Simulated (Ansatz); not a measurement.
Ansatz (a program for electronic structure) input (B3LYP/STO-3G):

Ansatz 0.2 input:
```yaml
crystal:
  periodic: [false, false, false]
  atoms:
    - {symbol: C, position_ang: [-0.00000000, 0.00000000, -0.00000000]}
    - {symbol: H, position_ang: [0.62054657, 0.62688914, 0.63896175]}
    - {symbol: H, position_ang: [-0.64285838, -0.62489528, 0.61852983]}
    - {symbol: H, position_ang: [0.63693263, -0.63278043, -0.61664082]}
    - {symbol: H, position_ang: [-0.61462083, 0.63078657, -0.64085076]}
basis:
  gaussian:
    orbitals: STO-3G
hamiltonian:
  xc: {name: B3LYP}
magnetization: {spin_polarized: false}
```

Output:

```
Functional definition: B3LYP
integrals: 0.00 GiB planned
116 factors; integrals over basis functions are off by at most 5.6e-6 eV
mean field: 0.05 GiB planned
mean field evaluation 1: about -1089.5318 eV, gradient 1.9e0 eV
mean field evaluation 2: about -1089.5429 eV, gradient 6.0e-1 eV
mean field evaluation 4: about -1089.5439 eV, gradient 2.5e-3 eV
mean field evaluation 8: about -1089.5096 eV, gradient 6.3e-6 eV
mean field -1089.50964350 eV, -40.0387409026 hartree, gradient 6.4e-6 eV, S^2 0.000000; 0 other end points of the search recorded, 0 dependent functions left out
reference -1089.50976662 eV, -40.0387454269 hartree; 5, 5 occupied and 4, 4 virtual orbitals, 116 factors
Total energy: -1089.50976662 eV, -40.0387454269 hartree
```
